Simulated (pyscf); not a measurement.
PySCF, gas phase, ωB97X-D3(BJ)/def2-SVP geometries.

### Question
PBE/def2-TZVP puts the barrier of methane (CH₄) + HS–ZnH -> H₃C–ZnH + H₂S (four-centre exchange; singlet surface; C–H, S–Zn broken, C–Zn, H–S formed) at 1.83 eV and the reaction energy at +1.23 eV, from the separated reactants. What do r²SCAN/def2-TZVP, M06-2X/def2-TZVP, ωB97M-D3(BJ)/def2-TZVP give on the same structures?

### Answer
r²SCAN: ΔE‡ = 1.86 eV, ΔE = +1.29 eV; M06-2X: ΔE‡ = 2.00 eV, ΔE = +1.34 eV; ωB97M-D3(BJ): ΔE‡ = 2.08 eV, ΔE = +1.24 eV. PBE's barrier lies under all of them, by 0.02 to 0.25 eV. Its reaction energy matches one of them and lies within 0.11 eV of the others. On the product side the descent ends in a complex, 0.26 eV under the separated species and 0.99 eV under the saddle at ωB97X-D3(BJ)/def2-TZVP. This is the saddle that the search found; another between the same sides may lie lower. Elements up to Kr have no core potential and no relativistic terms here.
